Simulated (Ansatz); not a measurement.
# BH4NS: a nudged elastic band, and a look at its input

A nudged elastic band is wanted. The input is run as typed. The step meant is a 1,2-elimination at charge 0 and multiplicity 1, which changes N2–H4, B1–N2, S3–H4.

Computed with Ansatz 0.2.0, Gaussian basis. Level: PBE0-D4/def2-SVP.

**1. The structure**

```
B    -0.4260    0.1649   -0.4666
N     0.4944    0.7203    0.4166
S    -0.7903   -1.6023   -0.6040
H     0.0552   -2.0564    0.3381
H    -1.0426    0.8726   -1.2055
H     0.6612    1.7105    0.4544
H     1.0482    0.1902    1.0670
```

**2. The run**

Contents of run/in.yaml:

```yaml
crystal:
  periodic: [false, false, false]
  atoms:
    - {symbol: B, position_ang: [-0.426034, 0.164937, -0.466580]}
    - {symbol: N, position_ang: [0.494351, 0.720319, 0.416627]}
    - {symbol: S, position_ang: [-0.790257, -1.602322, -0.603987]}
    - {symbol: H, position_ang: [0.055168, -2.056352, 0.338060]}
    - {symbol: H, position_ang: [-1.042567, 0.872605, -1.205492]}
    - {symbol: H, position_ang: [0.661157, 1.710470, 0.454403]}
    - {symbol: H, position_ang: [1.048183, 0.190243, 1.066969]}
basis:
  gaussian: {orbitals: def2-SVP}
hamiltonian: {xc: pbe0, dispersion: d4}
neb:
  images: 5
  climbing: true
  max_iterations: 30
  initial_path: idpp
  spring: 500.0
  final_atoms:
    - {symbol: B, position_ang: [-0.742006, -0.081035, -0.536329]}
    - {symbol: N, position_ang: [0.549137, 0.174385, 0.413263]}
    - {symbol: S, position_ang: [-1.023169, -1.684070, -0.964688]}
    - {symbol: H, position_ang: [0.955027, -0.749519, 0.566894]}
    - {symbol: H, position_ang: [-1.275782, 0.968899, -0.763406]}
    - {symbol: H, position_ang: [1.239766, 0.781919, -0.024556]}
    - {symbol: H, position_ang: [0.297025, 0.589322, 1.308821]}
```

The run is started by

```bash
$ ansatz run in.yaml --threads 2 --pin off --events-out ev --progress --plain --max-ram 4352MiB
```

Before running it: what results should come out? Wanted: this run.

As calculated:

```
quantity          value
this run      converged
   fault  stiff springs
```

In words: The spring constant of 500 eV/Å² is a hundred times the default.
